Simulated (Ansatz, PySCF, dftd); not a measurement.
Species: SiCl3, charge 0, doublet. SiCl3 (SMILES Cl[Si](Cl)Cl, doublet).
B3LYP-D3(BJ)/def2-TZVP minimum from Ansatz (a quantum-chemistry and plane-wave program):
```
Si
Cl 1 2.0584
Cl 1 2.0584 2 109.38
Cl 1 2.0584 2 109.38 3 -119.78
```
Charge 0, spin multiplicity 2.

Property: enthalpy of formation at 298 K (by atomisation, with ideal-gas terms from PySCF's Hessian at B3LYP-D3(BJ)/def2-TZVP and the atoms' measured values of the G2/97 table; no spin-orbit terms), in kcal/mol. UHF or UKS for unpaired electrons; spin-orbit terms are left out. Cores are frozen in correlated methods. Rows without X2C or -DK are non-relativistic. CBS(X,Y): correlation extrapolated as X^-3, Hartree-Fock from the larger set. A bracket is a step between two methods taken in the basis named. The functionals are non-relativistic, so their misses hold any scalar relativity. Double hybrids freeze cores in their MP2 part. 'core' is core correlation in cc-pwCVTZ (1s frozen past Ne), 'X2C' scalar relativity in cc-pVTZ-DK, both at CCSD(T).

```csv
level,program,enthalpy of formation at 298 K (kcal/mol),difference against the last row
PBE-D4/def2-TZVPD,Ansatz + dftd4,-90.1,-8.6
PBE0/def2-TZVPD,Ansatz,-81.1,0.4
B2GP-PLYP-D3(BJ)/def2-TZVPD,Ansatz + dftd3,-78.2,3.3
CCSD(T)/cc-pV(Q+d)Z,Ansatz,-75.4,6.1
CCSDT(Q)/cc-pV(D+d)Z,Ansatz,-42.9,38.6
"CCSD(T)/CBS(cc-pV(T+d)Z,cc-pV(Q+d)Z) + [CCSDT(Q) - CCSD(T)]/cc-pV(D+d)Z + core + X2C",Ansatz,-81.5,0.0
```
